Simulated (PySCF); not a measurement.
C2H3O, charge -2, doublet, at a GFN2-xTB geometry of the parent state (a state made from the parent by changing its charge; the spin is typed, not shown lowest) (a gas-phase anion, which may not be bound at this level); PBE/6-31G* (PySCF).

The PySCF input:
```python
from pyscf import gto, scf, dft

mol = gto.M(
    atom='''
O     1.202222    0.357989    0.020415
C    -0.023925    0.670557   -0.012722
C    -0.969557   -0.665232   -0.009621
H    -0.422319   -1.620473    0.019993
H    -1.637080   -0.621627    0.859365
H    -1.597490   -0.653758   -0.908618
''',
    basis='6-31g*',
    charge=-2,
    spin=1,
    verbose=4,
)

mf = dft.ROKS(mol)
mf.xc = 'pbe'
mf.kernel()
```

Question: What does PySCF print? Leave out banner, timings and long lists.

Answer: 
```
PySCF version 2.14.0

[INPUT] verbose = 4
[INPUT] num. atoms = 6
[INPUT] num. electrons = 25
[INPUT] charge = -2
[INPUT] spin (= nelec alpha-beta = 2S) = 1
[INPUT] symmetry False subgroup None
[INPUT] Mole.unit = angstrom
[INPUT] Symbol           X                Y                Z      unit          X                Y                Z       unit  Magmom
[...]
nuclear repulsion = 60.4173368316405
number of shells = 24
number of NR pGTOs = 93
number of NR cGTOs = 48
basis = 6-31g*
ecp = {}

******** <class 'pyscf.dft.roks.ROKS'> ********
method = ROKS
initial guess = minao
damping factor = 0
level_shift factor = 0
DIIS = <class 'pyscf.scf.diis.CDIIS'>
diis_start_cycle = 1
diis_space = 8
diis_damp = 0
SCF conv_tol = 1e-09
SCF conv_tol_grad = None
SCF max_cycles = 50
direct_scf = True
direct_scf_tol = 1e-13
num. doubly occ = 12  num. singly occ = 1
XC library pyscf.dft.libxc version 7.1.2
    S. Lehtola, C. Steigemann, M. J. T. Oliveira, and M. A. L. Marques,  SoftwareX 7, 1–5 (2018)
XC functionals = pbe
    J. P. Perdew, K. Burke, and M. Ernzerhof,  Phys. Rev. Lett. 77, 3865 (1996)
    J. P. Perdew, K. Burke, and M. Ernzerhof,  Phys. Rev. Lett. 78, 1396 (1997)
    J. P. Perdew, K. Burke, and M. Ernzerhof,  Phys. Rev. Lett. 77, 3865 (1996)
    J. P. Perdew, K. Burke, and M. Ernzerhof,  Phys. Rev. Lett. 78, 1396 (1997)
radial grids:
    Treutler-Ahlrichs [JCP 102, 346 (1995); DOI:10.1063/1.469408] (M4) radial grids

becke partition: Becke, JCP 88, 2547 (1988); DOI:10.1063/1.454033
pruning grids: <function nwchem_prune>
grids dens level: 3
symmetrized grids: False
atomic radii adjust function: <function treutler_atomic_radii_adjust>
small_rho_cutoff = 0
Set gradient conv threshold to 3.16228e-05
tot grids = 71744
init E= -152.965895308163
[...]
cycle= 1 E= -152.219871912545  delta_E= 0.746  |g|= 1.14  |ddm|= 1.83
[...]
cycle= 2 E= -147.204689773476  delta_E= 5.02  |g|= 3.79  |ddm|= 20.4
[...]
cycle= 3 E= -152.438855168153  delta_E= -5.23  |g|= 0.685  |ddm|= 18.8
[...]
cycle= 4 E= -152.35229310009  delta_E= 0.0866  |g|= 0.83  |ddm|= 9.44
[...]
cycle= 5 E= -152.571204156483  delta_E= -0.219  |g|= 0.213  |ddm|=  9.6
[...]
cycle= 6 E= -152.512112977999  delta_E= 0.0591  |g|= 0.355  |ddm|= 10.3
[...]
cycle= 7 E= -152.572944910772  delta_E= -0.0608  |g|= 0.178  |ddm|= 10.5

WARN: HOMO 0.511286723178876 >= LUMO 0.506614212318742

cycle= 8 E= -152.533210390016  delta_E= 0.0397  |g|= 0.272  |ddm|= 10.5
[...]
[...]

cycle= 28 E= -152.560872164582  delta_E= -0.0553  |g|= 6.72e-06  |ddm|= 11.3
[...]
cycle= 29 E= -152.505590296332  delta_E= 0.0553  |g|= 0.458  |ddm|= 11.3

WARN: HOMO 0.522906105592535 >= LUMO 0.442435767064585

cycle= 30 E= -152.560872164577  delta_E= -0.0553  |g|= 6.74e-06  |ddm|= 11.3
[...]
cycle= 31 E= -152.505590804978  delta_E= 0.0553  |g|= 0.458  |ddm|= 11.3

WARN: HOMO 0.522905683271903 >= LUMO 0.442437054855131

cycle= 32 E= -152.560872164593  delta_E= -0.0553  |g|= 1.14e-06  |ddm|= 11.3
[...]
cycle= 33 E= -152.505590884551  delta_E= 0.0553  |g|= 0.458  |ddm|= 11.3

WARN: HOMO 0.522905728598885 >= LUMO 0.442437264340996

cycle= 34 E= -152.560872164595  delta_E= -0.0553  |g|= 4.82e-07  |ddm|= 11.3
[...]
cycle= 35 E= -152.505591020486  delta_E= 0.0553  |g|= 0.458  |ddm|= 11.3

WARN: HOMO 0.522905701457239 >= LUMO 0.442437394589255

cycle= 36 E= -152.560872164594  delta_E= -0.0553  |g|= 1.07e-07  |ddm|= 11.3
[...]
cycle= 37 E= -152.505591056205  delta_E= 0.0553  |g|= 0.458  |ddm|= 11.3

WARN: HOMO 0.522905706173334 >= LUMO 0.442437369990313

cycle= 38 E= -152.560872164594  delta_E= -0.0553  |g|= 1.37e-08  |ddm|= 11.3
[...]
cycle= 39 E= -152.505591042313  delta_E= 0.0553  |g|= 0.458  |ddm|= 11.3

WARN: HOMO 0.522905705905848 >= LUMO 0.442437371063026

cycle= 40 E= -152.560872164594  delta_E= -0.0553  |g|= 1.34e-08  |ddm|= 11.3
[...]
cycle= 41 E= -152.505591045729  delta_E= 0.0553  |g|= 0.458  |ddm|= 11.3

WARN: HOMO 0.522905705643981 >= LUMO 0.442437371450042

cycle= 42 E= -152.560872164595  delta_E= -0.0553  |g|= 1.11e-08  |ddm|= 11.3
[...]
cycle= 43 E= -152.505591050995  delta_E= 0.0553  |g|= 0.458  |ddm|= 11.3

WARN: HOMO 0.522905705428667 >= LUMO 0.442437375715688

cycle= 44 E= -152.560872164594  delta_E= -0.0553  |g|= 3.27e-08  |ddm|= 11.3
[...]
cycle= 45 E= -152.50559104448  delta_E= 0.0553  |g|= 0.458  |ddm|= 11.3

WARN: HOMO 0.522905706093466 >= LUMO 0.442437371826352

cycle= 46 E= -152.560872164594  delta_E= -0.0553  |g|= 2.27e-08  |ddm|= 11.3
[...]
cycle= 47 E= -152.505591045098  delta_E= 0.0553  |g|= 0.458  |ddm|= 11.3

WARN: HOMO 0.522905706051298 >= LUMO 0.44243737238236

cycle= 48 E= -152.560872164595  delta_E= -0.0553  |g|= 1.29e-08  |ddm|= 11.3
[...]
cycle= 49 E= -152.505591045565  delta_E= 0.0553  |g|= 0.458  |ddm|= 11.3

WARN: HOMO 0.522905705978605 >= LUMO 0.442437372759992

cycle= 50 E= -152.560872164595  delta_E= -0.0553  |g|= 1.32e-08  |ddm|= 11.3
SCF not converged.
SCF energy = -152.560872164595
```

The run did not converge; its last values are not results.
